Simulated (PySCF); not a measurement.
Rock-salt KCl was calculated with G0W0@PBE0 (PySCF, GTH pseudopotentials, Gaussian basis, analytic continuation).

The same calculation (at the measured cell, 31.150 Å³/atom) with different numerical settings; throughout: k mesh 2×2×2:

| run | basis | gap over the k-points evaluated (eV) |
|---|---|---|
| 1 | DZ | 9.190 |
| 2 | TZ | 8.960 |
| 3 | QZ | ? |

Problem. Fill in the missing entries.

Solution. 
- 3, gap over the k-points evaluated (eV): 8.787

In the column gap over the k-points evaluated (eV) the first row differs from the last by +0.403 and the next to last by +0.173.

The last row is no converged limit: other settings stay fixed.
